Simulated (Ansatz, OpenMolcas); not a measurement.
**CH2ClF (chlorofluoromethane): from total energies to a heat of formation**

CH2ClF has 5 atoms, charge 0, and is taken as a singlet. SMILES: `FCCl`. Geometry: relaxed at PBE0-D4/def2-TZVP.

Total energies at B3LYP/6-31G* (Cartesian functions) (OpenMolcas 26.06); the atoms run unrestricted:

```tsv
species	state	energy (Eh)
CH2ClF	singlet	-599.331419
F	doublet	-99.715535
C	triplet	-37.846280
Cl	doublet	-460.136242
H	doublet	-0.500273
```

Harmonic wavenumbers at PBE0-D4/def2-TZVP, in cm⁻¹: 388, 770, 1010, 1112, 1259, 1375, 1499, 3095, 3171.

Measured heats of formation of the gaseous atoms at 298.15 K, in kJ/mol: F 79.4, C 716.9, Cl 121.3, H 218.0. Spin-orbit lowering of the atoms at 298 K (mean of the ground term's levels less their thermal mean, from spectra), in kJ/mol: F 1.29, C 0.02, Cl 3.44. Take 1 Eh = 2625.50 kJ/mol, 1 cm⁻¹ = 0.0119627 kJ/mol, RT = 2.479 kJ/mol.

**Question.** What heat of formation follows?

**Answer.** 
1. Electronic atomisation energy: (-99.715535) + (-37.846280) + (-460.136242) + 2 × (-0.500273) − (-599.331419) = 0.632816 Eh = 1661.5 kJ/mol.
2. Zero-point energy: half the sum of the wavenumbers, 6839.5 cm⁻¹ = 81.8 kJ/mol.
3. Thermal vibrational enthalpy, Σ hcν̃/(exp(hcν̃/kT) − 1): 1.3 kJ/mol. Translation, rotation and pV of a non-linear molecule: 4 RT = 9.9 kJ/mol.
4. The 5 free atoms carry 5/2 RT each: 31.0 kJ/mol.
5. Spin-orbit coupling lowers the free atoms by 1.29 + 0.02 + 3.44 = 4.8 kJ/mol.
6. Atomisation enthalpy at 298 K: 1661.5 − 4.8 − 81.8 − 1.3 − 9.9 + 31.0 = 1594.7 kJ/mol.
7. Sum of the atoms' heats of formation: 1353.6 kJ/mol. Heat of formation: 1353.6 − 1594.7 = -241.1 kJ/mol.

The tabulated value is -263.7 kJ/mol (Active Thermochemical Tables), so this level is off by +22.6 kJ/mol, or 1.4 % of the atomisation enthalpy. Anharmonicity and any spin-orbit splitting of the molecule are left out.
